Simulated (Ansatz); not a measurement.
Relaxation of C$_{3}$HO (5 atoms, charge 0, multiplicity 2), to a largest force component of 0.02 eV/Å in at most 40 steps.

Computed with UKS PBE0-D4/def2-SVP in Ansatz.

```xyz
5
Properties=species:S:1:pos:R:3
C -0.224 1.256 -0.274
C -0.062 0.035 -0.050
C 0.402 -1.090 0.408
O 0.665 -2.193 0.703
H -0.781 1.992 -0.787
```

Where does it end, and by what steps?

The run converged. After 10 steps the energy has fallen by 0.048 eV; C2 moved furthest, 0.08 Å.

```tsv
step	energy less start (eV)	largest force component (eV/Å)	accepted
0	0.0000	1.183	yes
1	-0.0336	0.206	yes
2	-0.0370	0.130	yes
3	-0.0392	0.591	yes
4	-0.0450	0.198	yes
5	-0.0452	0.336	yes
6	-0.0474	0.093	yes
7	-0.0478	0.021	yes
8	-0.0477	0.017	no
9	-0.0477	0.032	no
10	-0.0478	0.003	yes
```

```xyz
5
Properties=species:S:1:pos:R:3
C -0.190 1.300 -0.249
C -0.007 0.066 -0.009
C 0.378 -1.116 0.391
O 0.653 -2.210 0.694
H -0.834 1.960 -0.827
```

Time of the run: 21 s on 1 thread of Intel(R) Xeon(R) Platinum 8488C (Sapphire Rapids), with other jobs on the host, peak memory 0.14 GiB.
